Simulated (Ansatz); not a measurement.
HAlGa, doublet in cc-pVTZ: errors against UCCSDT(Q)

Geometry: displaced at random from a stationary point.

```yaml
atoms:
  - { symbol: Al, position_ang: [-0.0154, -0.0090, 0.3712] }
  - { symbol: Ga, position_ang: [-0.0163, -0.0252, -2.3104] }
  - { symbol: H, position_ang: [0.0317, 0.0342, 1.9392] }
```

Basis cc-pVTZ; Ansatz 0.2.0. Correlated methods freeze the noble-gas cores and the filled d shells of p-block atoms, which leaves 7 electrons in 72 orbitals. R marks a restricted (for open shells ROHF) determinant, U an unrestricted one. Active spaces: valence = (7e, 9o) chosen from the atoms' valence shells. No spin–orbit coupling is included, and no scalar relativity.

Full CI isn't at hand for all of this; UCCSDT(Q) serves as the reference, and is uncertain by the last step of the cluster series or more. The frozen core follows each run's orbitals, which can shift R against U totals by a few meV for light atoms and by up to 0.1 eV past Ca.

Unrestricted rows (U) aren't spin-pure: their determinants' ⟨S²⟩ exceeds S(S+1) by up to 0.23, so they mix in states of higher spin.

```
UHF ⟨S²⟩                            : 0.983
⟨S²⟩ of the determinant under UCCSD : 0.786
T1 diagnostic (RCCSD)               : 0.0219
largest doubles amplitude (RCCSD)   : 0.069
T1 diagnostic (UCCSD)               : 0.0280
```

```csv
level,E − E(UCCSDT(Q)) (meV),wall time
UHF,4008,36 s
UMP2,1032,–
UCCSD,208,–
UCCSD(T),50,84 s
UCCSDT,9,–
```

Run but not shown, since their state, orbitals or frozen core can't be matched to the reference's or they repeat it: RHF, RMP2, RCCSD, RCCSD(T), BCCD(T), RCCSDT, RCCSDT(Q), CASSCF (valence space), NEVPT2 (valence space).

Times hold each run's SCF and search for its determinant on a shared host, so for small cases they say little of a method's own cost; they ran on 1 thread of Intel Xeon 6975P-C. Some runs computed forces too.

Natural occupations of CASSCF (valence space) about the gap: 1.977 1.942 1.883 0.989 0.060 0.053 0.045 0.036 0.015; effectively unpaired electrons, Σ n²(2−n)², 1.10.
